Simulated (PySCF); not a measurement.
Compound: C3H4F2O.
InChI=1S/C3H4F2O/c4-3(5)2-1-6-2/h2-3H,1H2/t2-/m0/s1

Computed, not measured: MP2 and CCSD/aug-cc-pVDZ in PySCF, restricted Hartree–Fock reference, 6 core orbitals frozen, non-relativistic, gas phase, PBE0-D3(BJ)/def2-SVP geometry.

E(HF) = -389.67255 Eh.

Q: How large is the problem?

A: 174 basis functions and 48 electrons; 6 orbitals frozen, which leaves o = 18 correlated occupied and v = 150 virtual orbitals. That is o·v = 2700 singles and o·v(o·v + 1)/2 = 3646350 distinct closed-shell doubles amplitudes before symmetry; the costliest CCSD step grows as o²v⁴ = 1.6 × 10^11.

Q: What are the MP2 and CCSD correlation energies?

A: MP2 -1.0171 Eh and CCSD -1.0487 Eh, which gives totals of -390.68963 and -390.72120 Eh. That is 0.793 eV for each correlated electron at CCSD (2753 kJ/mol in all, 0.268 % of the total energy); MP2 gives 97.0 % of the CCSD value.

Q: What is the T1 diagnostic?

A: 0.0131, below the customary warning level of 0.02. It is the norm of the spatial-orbital singles amplitudes over the root of the number of correlated electrons, so the norm is 0.079.

Q: How does correlation change the dipole moment?

A: HF gives 2.47 D and CCSD (unrelaxed density) 2.19 D, a change of -0.28 D.

Connected triples and the basis-set limit are missing.

Shape of the structure used: `[F:1][CH:2]([F:3])[C@@H:4]1[CH2:5][O:6]1`: F1–C2–C4–C5 -90°.

One conformer stands for the species.
